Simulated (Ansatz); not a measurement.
**Worked example: vertical ionisation energy of C2F3N (SMILES N#CC(F)(F)F)**

C2F3N: 6 atoms, total charge 0, spin state singlet. As SMILES, `N#CC(F)(F)F`. The shape is that of a PBE0-D4/def2-TZVP optimisation.

Both states at this one shape; open shells run unrestricted unless said. 1 Eh = 27.2114 eV.

```tsv
level	program	singlet C2F3N (Eh)	doublet C2F3N+ (Eh)	HOMO of the first (eV)
HF/cc-pVDZ	Ansatz	-428.503009	-428.032259	-14.40
PBE0/cc-pVDZ	Ansatz	-430.051908	-429.542648	-10.93
```

Problem. Work out the vertical ionisation energy at each level.

Solution. 
1. HF/cc-pVDZ: -428.032259 − (-428.503009) = 0.470750 Eh = 12.81 eV; −ε(HOMO) = 14.40 eV.
2. PBE0/cc-pVDZ: -429.542648 − (-430.051908) = 0.509260 Eh = 13.86 eV; −ε(HOMO) = 10.93 eV.

No measured value is set beside it here; the levels span 12.81 to 13.86 eV. In Hartree–Fock, −ε(HOMO) (Koopmans) exceeds the difference of totals by the orbital relaxation of the ion. Hartree–Fock favours the state with fewer electron pairs, since it lacks pair correlation.
